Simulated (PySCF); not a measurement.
PySCF input:

```python
from pyscf import gto, scf, dft

mol = gto.M(
    atom='''
    F    -0.00000000   -0.00000000   -0.69824324
    F     0.00000000    0.00000000    0.69824324
    ''',
    basis='def2-tzvpd',
    charge=0,
    spin=0,
    verbose=4,
)

mf = scf.RHF(mol).density_fit(auxbasis='def2-universal-jkfit')
mf.conv_tol = 1e-9
mf.max_cycle = 100
mf.max_memory = 1500
mf.kernel()
if not mf.converged:
    mf = mf.newton()
    mf.kernel(mf.make_rdm1())
mf.analyze()
```

Task: What final total energy does it print?

Result: -198.76671 Eh (HF/def2-TZVPD).
